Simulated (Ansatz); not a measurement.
# BS+ (triplet): from Hartree-Fock to the top rungs, def2-QZVPP

An exercise on one series of results from a longer session: the logs are not shown, and one member is left open.

Method: def2-QZVPP, core rule «outside noble gas», up to 6 orbitals frozen; program: Ansatz 0.2.0, Gaussian basis.

The runs, in order: UHF; ROHF; CCSD(T) on UHF.

2 further runs of the same task are left out: 2 set aside as unsound or not needed.

## The system

The geometry is a PBE0/def2-TZVP stationary point (not a proven minimum) of the parent state, kept for this charge and spin.

2 atoms, charge 1, spin multiplicity 3.

Atoms are counted from 1 here; the program's logs count them from 0.

Bond lengths: B1–S2 1.574 Å.

The first run:

in.yaml

```yaml
crystal:
  periodic: [false, false, false]
  atoms:
    - {symbol: B, position_ang: [0.000000, 0.000000, 0.000000]}
    - {symbol: S, position_ang: [0.000000, 0.000000, 1.573700]}
basis:
  gaussian: {orbitals: "def2-QZVPP.json"}
total_charge: 1
magnetization: {spin_polarized: true, initial_magnetization: 2}
hamiltonian: {xc: hf}
output: {orbitals: {seedname: orbitals}}
```

Launch:

```sh
> ansatz run in.yaml --threads 1 --pin off --events-out ev --progress --plain --max-ram 2393MiB
```

Steps of the session up to this table: UHF; ROHF; CCSD(T) on UHF.

One table of the session follows, with a row left open; its other results are not shown here.

| method | from UCCSD(T) (kJ/mol) |
| --- | --- |
| ROHF | ? |
| UHF | +598.5 |
| UMP2 | +94.4 |
| UCCSD | +30.4 |
| UCCSD(T) | 0 |

**Question.** Estimate the row for ROHF.

As computed: from UCCSD(T) (kJ/mol): +611.8. In the column «from UCCSD(T) (kJ/mol)» it is the highest.
